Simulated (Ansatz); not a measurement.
Energy needed to pull apart BSiNH6 (SMILES B[SiH2]N), singlet, into free ground-state atoms, from the structure below (at a frame of a short PBE0-D4/def2-SVP trajectory); no zero-point or spin–orbit terms; open-shell atoms are treated unrestricted, in their ground-state multiplicity.

```xyz
9
angstrom
B -1.0374 0.8010 -1.0412
Si 0.5416 0.2368 0.0024
N 0.3401 -1.1895 0.9018
H -2.1413 0.4949 -0.9252
H -0.9943 1.5435 -1.9582
H 0.9396 1.4922 0.7178
H 1.7026 -0.0578 -0.9390
H 1.1172 -1.8802 0.8699
H -0.3898 -1.5222 1.4648
```

Program: Ansatz 0.2.0. Basis: def2-TZVPP. Cores are frozen in the correlated methods.

```csv
method,atomization energy (kcal/mol)
PBE-D4,?
r2SCAN-D4,675.7
PBE0-D4,672.6
wB97M-V,?
HF,501.3
MP2,657.3
CCSD,650.6
CCSD(T),657.0
```

**Question.** What does wB97M-V give? (An estimate is asked for; the value comes from the calculation.)

**Answer.** Computed: 680.1 kcal/mol, which is about 23.1 kcal/mol more than CCSD(T)/def2-TZVPP.

**Question.** What does PBE-D4 give? (Judge from chemistry; the value comes from the calculation.)

**Answer.** Computed: 678.6 kcal/mol, which is about 21.6 kcal/mol more than CCSD(T)/def2-TZVPP.

In triple zeta the MP2 and coupled-cluster atomization energies are still short of their basis limit by a few kcal/mol a bond, whereas those of the functionals are nearly converged, so these differences are not deviations from converged CCSD(T).

No T1 diagnostic of these runs exceeds 0.011.

For scale, one of the runs: CCSD(T)/def2-TZVPP forces, 188 basis functions, launched by `ansatz run in.yaml --threads 2 --pin off --events-out ev --progress --plain --max-ram 3481MiB`. Time: 3.4 min of wall clock on 2 CPU threads of an Intel Xeon Platinum 8488C; the host was shared. Peak host memory: 2 GiB.
